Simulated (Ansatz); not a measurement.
# CH₂OSi: functionals against CCSD(T) at one geometry

One table from this session's results is given with a row withheld; the runs are named, their logs left out.

Method: single points in def2-TZVPP; program: Ansatz 0.2.0, Gaussian basis.

Cores are frozen in the correlated methods.

### The system as given

SMILES `C#[Si]O`, 5 atoms, charge 0, spin multiplicity 1.

Atoms are counted from 1 here; the program's logs count them from 0.

Bond lengths: C1–Si2 1.699 Å, C1–H4 1.088 Å, Si2–O3 1.601 Å, O3–H5 0.931 Å. Angles: Si2–C1–H4 116.6°, C1–Si2–O3 165.9°, Si2–O3–H5 134.2°.

Geometry (Å):

```mol
CH2OSi
  3D, bonds by distance, orders not assigned

  5  4  0  0  0  0  0  0  0  0999 V2000
   -0.9773    1.1581    0.7184 C   0  0
    0.0534   -0.0265    0.0690 Si  0  0
    1.2478   -0.8306   -0.6301 O   0  0
   -1.7826    0.8058    1.3597 H   0  0
    1.4307   -1.0905   -1.5054 H   0  0
  1  2  8  0
  1  4  8  0
  2  3  8  0
  3  5  8  0
M  END
```

Set-up of the first run:

File run/in.yaml:

```yaml
crystal:
  periodic: [false, false, false]
  atoms:
    - {symbol: C, position_ang: [-0.977300, 1.158100, 0.718400]}
    - {symbol: Si, position_ang: [0.053400, -0.026500, 0.069000]}
    - {symbol: O, position_ang: [1.247800, -0.830600, -0.630100]}
    - {symbol: H, position_ang: [-1.782600, 0.805800, 1.359700]}
    - {symbol: H, position_ang: [1.430700, -1.090500, -1.505400]}
basis:
  gaussian: {orbitals: def2-TZVPP}
correlation: {method: ccsd_t}
output: {forces: true}
```

The command line of these runs was not kept.

Steps of the session up to this table: CCSD(T)/def2-TZVPP; PBE0-D4/def2-TZVPP; wB97M-V/def2-TZVPP; r2SCAN-D4/def2-TZVPP; PBE-D4/def2-TZVPP; revPBE-D4/def2-TZVPP; HSE06-D4/def2-TZVPP.

One table of the session follows, with a row left open; its other results are not shown here.

| method | RMS force component (eV/Å) | angle to CCSD(T) forces (°) | dipole (D) |
| --- | --- | --- | --- |
| CCSD(T) | 0.794 | reference | 3.63 |
| PBE0-D4 | 0.889 | 17.1 | 4.01 |
| wB97M-V | 0.927 | 20.1 | 4.17 |
| r2SCAN-D4 | 0.887 | 13.1 | 3.99 |
| PBE-D4 | 0.984 | 11.0 | 3.85 |
| revPBE-D4 | 0.976 | 10.9 | 3.84 |
| HSE06-D4 | ? | ? | ? |

Q: Estimate the row for HSE06-D4 from the others.

As computed: RMS force component (eV/Å): 0.886; angle to CCSD(T) forces (°): 16.5; dipole (D): 4.01. In the column «RMS force component (eV/Å)» it lies between CCSD(T) (0.794) and r2SCAN-D4 (0.887).
